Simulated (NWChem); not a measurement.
Correlation energy of diphosphorus (P$_{2}$)

SMILES: P#P
```xyz
2

P      0.0000     0.0000     0.9455
P      0.0000     0.0000    -0.9455
```
Charge 0, spin multiplicity 1.

All runs are NWChem calculations. Structure: optimised with PBE0/def2-SVP, a minimum by its harmonic frequencies.

Basis set: 3-21G. Each correlation energy counts from its own Hartree-Fock reference.

The correlated methods keep 10 core orbitals frozen. Coupled-cluster values serve here as a point of comparison, not as the truth.

```tsv
method	correlation energy (mHa)
MP2	-143.2
SCS-MP2	-138.7
CCSD	(withheld)
CCSD+T(CCSD)	-147.8
CCSD(T)	-147.4
CR-CCSD[T]	-146.5
CR-CCSD(T)	-146.2
CCSDT	(withheld)
```

Problem. Some entries are withheld; supply them.

Solution. 
- CCSD, correlation energy (mHa): -142.5
- CCSDT, correlation energy (mHa): -147.5
